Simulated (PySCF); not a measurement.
Spectrum to structure. Computed with PySCF, TDDFT CAM-B3LYP/def2-SVPD, vertical, gas phase, core orbitals frozen in the response. Geometries: GFN2-xTB, one conformer each.

```csv
state,λ (nm),f
S1,239.5,0.214
S2,231.8,0.010
S3,211.6,0.015
S4,188.4,0.033
S5,176.6,0.0032
S6,169.5,0.0002
S7,167.3,0.0092
S8,166.1,0.062
```

Question: Which candidate is it? All have the formula C3H7OP.
A. `C=PCOC`
B. `C[C@@H]1C[P@@H]1=O`
C. `[H]/P=C(\C)OC`

Answer: C. Its S1 lies at 5.18 eV; the nearest of the others has S1 at 4.13 eV. S1 is HOMO→LUMO (94%). Löwdin shares by element: HOMO phosphorus 44%, carbon 27% or more, oxygen 15%, hydrogen 5% or more; LUMO phosphorus 36%, carbon 34% or more, oxygen 12%, hydrogen 6% or more. At the same level the other candidates give, for their lowest levels:
- `C[C@@H]1C[P@@H]1=O`: 199 nm (f 0.006); 183 nm (f 0.001); 178 nm (f 0.035); 171 nm (f 0.104); 167 nm (f 0.013); T1 5.73 eV; HOMO -8.56, LUMO 1.19 eV
- `C=PCOC`: 300 nm (f 0.005); 225 nm (f 0.149); 213 nm (f 0.021); 181 nm (f 0.003); 179 nm (f 0.026); T1 2.82 eV; HOMO -8.34, LUMO -0.52 eV

Shape of the structure used: `[H]/[P:5]=[C:3](/[O:2][CH3:1])[CH3:4]`: C1–O2–C3–C4 178°.
Triplets come from the Tamm–Dancoff approximation.
